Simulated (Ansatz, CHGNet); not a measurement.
For zinc-blende ZnS, the machine-learned potential CHGNet 0.3.0 (trained on PBE and PBE+U data) gives:

equilibrium lattice constant a: 5.448 Å
elastic constant C11: 76.0 GPa
elastic constant C44: 27.4 GPa
polycrystal shear modulus: 21.2 GPa

Task: What does HSE06 in Ansatz (plane waves, PAW) give for the same quantities?

Result: 
- lattice constant a: 5.425 Å (decreases by 0.4 %)
- elastic constant C11: 103 GPa (increases by 36 %)
- elastic constant C44: 48.0 GPa (rises by 75 %)
- Voigt–Reuss–Hill shear modulus: 34.6 GPa (increases by 63 %)

For comparison: lattice constant a 5.41 Å (measured, room temperature, not corrected to a static lattice; as tabulated in Albrecht et al. (1997), arXiv:cond-mat/9706128); elastic constant C11 98.1 GPa (measured, temperature not stated, no zero-point or thermal correction, our sources range from 98.1 to 104; as tabulated in Oses et al. (2018), arXiv:1811.08464); elastic constant C44 44.8 GPa (measured, temperature not stated, not corrected to a static lattice, our sources range from 44.8 to 46.2; as tabulated in Oses et al. (2018), arXiv:1811.08464).

Changes are worked out from the printed values.

Unless a cell is named, each level is at its own relaxed cell (CHGNet 0.3.0 20.21, HSE06 19.96 Å³/atom).

Ansatz's density-functional and Hartree–Fock values are scalar-relativistic unless marked +SOC, with PAW data made under PBE.

Ansatz is a quantum-chemistry and plane-wave program.
